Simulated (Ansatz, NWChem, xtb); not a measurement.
## Loss of HF: CHCl2F → CCl2 + HF

Species: CHCl2F (dichlorofluoromethane) `FC(Cl)Cl`, singlet; CCl2 (dichloromethylene) `Cl[C]Cl`, singlet; HF (hydrogen fluoride), singlet. 

Shapes, held fixed at every level: PBE0-D4/def2-TZVP. Programs: Ansatz 0.2.0, NWChem 7.3.0, xtb 6.7.1. A level may come from different programs for different species; with the same settings they agree closely. Electronic energies: no zero-point or thermal term.

```
                             level            kind  ΔE (kJ/mol)
                          GFN0-xTB  semi-empirical       +224.7
                         HF/STO-3G    Hartree–Fock       +445.8
                          HF/3-21G    Hartree–Fock       +354.2
                       HF/def2-SVP    Hartree–Fock       +281.8
B3LYP/6-31G* (spherical functions)   global hybrid       +320.2
                     PBE0/def2-SVP   global hybrid       +315.5
```

PBE0/def2-SVP gives ΔE = +315.5 kJ/mol; the levels span +224.7 to +445.8. GFN0-xTB strays far from the other rows. The median of the levels is +317.8. No measured value is set beside it here. Rows in sets without polarisation functions are far from converged.
